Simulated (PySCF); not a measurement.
# isopentylamine, C5H13N

Molfile (atoms numbered from 1):
```
C5H13N
     RDKit          3D

 19 18  0  0  0  0  0  0  0  0999 V2000
   -1.4562   -1.2966   -1.3256 C   0  0  0  0  0  0  0  0  0  0  0  0
   -0.8231   -0.1296   -0.5758 C   0  0  0  0  0  0  0  0  0  0  0  0
   -1.7639    0.3875    0.5086 C   0  0  0  0  0  0  0  0  0  0  0  0
    0.5472   -0.5282   -0.0266 C   0  0  0  0  0  0  0  0  0  0  0  0
    1.3583    0.5975    0.5949 C   0  0  0  0  0  0  0  0  0  0  0  0
    2.6985    0.1411    0.9146 N   0  0  0  0  0  0  0  0  0  0  0  0
   -1.6396   -2.1456   -0.6458 H   0  0  0  0  0  0  0  0  0  0  0  0
   -2.4230   -1.0130   -1.7700 H   0  0  0  0  0  0  0  0  0  0  0  0
   -0.8035   -1.6558   -2.1363 H   0  0  0  0  0  0  0  0  0  0  0  0
   -0.6616    0.6893   -1.3025 H   0  0  0  0  0  0  0  0  0  0  0  0
   -2.7498    0.6424    0.0894 H   0  0  0  0  0  0  0  0  0  0  0  0
   -1.9226   -0.3798    1.2853 H   0  0  0  0  0  0  0  0  0  0  0  0
   -1.3739    1.2884    1.0051 H   0  0  0  0  0  0  0  0  0  0  0  0
    0.4113   -1.3344    0.7206 H   0  0  0  0  0  0  0  0  0  0  0  0
    1.1567   -0.9657   -0.8349 H   0  0  0  0  0  0  0  0  0  0  0  0
    1.4398    1.4197   -0.1383 H   0  0  0  0  0  0  0  0  0  0  0  0
    0.8065    1.0178    1.4624 H   0  0  0  0  0  0  0  0  0  0  0  0
    3.2427    0.8935    1.3307 H   0  0  0  0  0  0  0  0  0  0  0  0
    2.6552   -0.5959    1.6170 H   0  0  0  0  0  0  0  0  0  0  0  0
  1  2  1  0
  2  3  1  0
  2  4  1  0
  4  5  1  0
  5  6  1  0
  1  7  1  0
  1  8  1  0
  1  9  1  0
  2 10  1  0
  3 11  1  0
  3 12  1  0
  3 13  1  0
  4 14  1  0
  4 15  1  0
  5 16  1  0
  5 17  1  0
  6 18  1  0
  6 19  1  0
M  END
```

Method used: quadratic response CAM-B3LYP/aug-cc-pVDZ first hyperpolarisability, Taylor convention, gas phase in PySCF 2.14.0. Geometry: PBE0-D3(BJ)/def2-SVP.

Q: Give the tensor of the second harmonic β(−2ω;ω,ω) at 1907 nm in the axes of these coordinates.

A: In au, Taylor convention; rows are the first index (the induced dipole):
|  | xx | yy | zz | xy | xz | yz |
| --- | --- | --- | --- | --- | --- | --- |
| x | +56.4 | -3.1 | -10.1 | -2.9 | +18.6 | -13.5 |
| y | -2.6 | +35.9 | +26.8 | -3.1 | -13.7 | -6.2 |
| z | +19.0 | -6.2 | -12.5 | -13.8 | -10.6 | +26.9 |

Norm of βᵢ = ⅓ Σⱼ (βᵢⱼⱼ + βⱼᵢⱼ + βⱼⱼᵢ): 73.7 au, hyper-Rayleigh value 36.3 au.
